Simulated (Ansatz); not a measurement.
## Relaxing ZrAs3

Method: Ansatz, DFT PBE, scalar-relativistic, plane waves, PAW.

The start puts ZrAs3 on the Cu3Au (L1_2) structure type (Pm-3m, No. 221), with Zr in place of Au, As in place of Cu, at a guessed volume.

The final relaxation ran on this input, with the default PAW datasets:

```yaml
crystal:
  lattice:
    - [4.2517887888, 0.0, 0.0]
    - [0.0, 4.2517887888, 0.0]
    - [0.0, 0.0, 4.2517887888]
  atoms:
    - { symbol: Zr, position: [0.0, 0.0, 0.0] }
    - { symbol: As, position: [0.0, 0.5, 0.5] }
    - { symbol: As, position: [0.5, 0.0, 0.5] }
    - { symbol: As, position: [0.5, 0.5, 0.0] }
basis:
  ecutwfc: 420
kpoints:
  mp_grid: { grid: [12, 12, 12] }
hamiltonian:
  xc: pbe
scf:
  occupations: { method: gaussian, width: 0.1 }
output:
  forces: true
  stress: true
  eigenvalues: true
relax:
  adjacent_minimum: "off"
  f_tol: 0.01
  max_steps: 80
  cell: { stress_tol: 0.05 }
```

Launched as:

```bash
ansatz run input.yaml --threads 1 --pin off --max-ram 2560MiB --backend cpu --events-out ev --progress --plain --runs-dir out
```

Time: 49 s on 1 thread of Arm Neoverse V1, on a shared host, peak memory 0.47 GiB.

The program printed at the end:

```
SCF converged after 4 iterations
Free energy (F): -18752.866444 eV
Harris-Foulkes:  -18752.866444 eV  (|F-HF|=3.64e-11)
Internal energy: -18752.855660 eV  (E = F + TS)
E sigma→0 (E₀):  -18752.861052 eV
Entropy (-TS):   -0.010784 eV (-2.696 meV/atom)
Fermi energy:    14.061596 eV
--- Per-component energies (eV) ---
  E_band       = -659.627149
  E_kinetic    = 641.004796
  E_local      = -5000.031296  (includes V_loc(G=0)·N_el)
  E_nonlocal   = -1933.146717
  E_hartree    = 2721.371392
  E_xc         = -400.964830
  E_vxc        = -430.793769  (∫ρ·V_xc dr)
  E_paw        = -8456.544810  (= ΣΔE_a)
  E_vpaw       = 620.597210  (= ΣTr[D̂ρ^β])
  E_aug_tail   = 0.000046  (compensation charges beyond the density's cutoff)
  E_ewald      = -6324.544240
  E_smearing   = -0.010784  (= −TS)
  E_closure    = 0.000000  (closes the sum)
  Σ components = -18752.866444   (vs F -18752.866444, Δ=0.00e0)
--- Forces (eV/Å), atoms counted from 1 ---
  atom   1  Zr     0.00000000     0.00000000     0.00000000
  atom   2  As     0.00000000     0.00000000     0.00000000
  atom   3  As     0.00000000     0.00000000     0.00000000
  atom   4  As     0.00000000     0.00000000     0.00000000
  max |Σ_I F_I| component: 1.26e-29 eV/Å
--- Stress (GPa, compression-positive) ---
       -0.001896       0.000000       0.000000
        0.000000      -0.001896       0.000000
        0.000000       0.000000      -0.001896
  P = ⅓ Tr σ = -0.0019 GPa (-0.019 kbar)
--- Relaxed structure (3 steps of the walk, 2 accepted, 1 SCFs on fresh bases) ---
  F+E_penalty+E_count = -18752.86644428 eV   max|allowed force component| = 7.363e-30 eV/Å   (the final SCF, on the basis selected at the relaxed cell)
  cell:  # Å, volume = 77.1329 Å³
    - [4.256767, 0.000000, 0.000000]
    - [0.000000, 4.256767, 0.0]
    - [0.000000, 0.0, 4.256767]
  atoms:
    - { symbol: Zr, position: [0.000000, 0.000000, 0.000000] }
    - { symbol: As, position: [0.000000, 0.500000, 0.500000] }
    - { symbol: As, position: [0.500000, 0.000000, 0.500000] }
    - { symbol: As, position: [0.500000, 0.500000, 0.000000] }
```

Total energies depend on the potentials used, so only differences within one code and one set of settings carry meaning.

The result has space group Pm-3m (No. 221). Zr has 12 As at 3.01 Å; As has 4 Zr at 3.01 Å and 8 As at 3.01 Å.

Against the elements it lies at -0.15 eV/atom. Energies over the elements count from the elements' standard structures at the same level, with no empirical corrections.

The k mesh leaves about 4 meV/atom of noise in metals.

Symmetry constrained the relaxation, so the result can be a saddle point.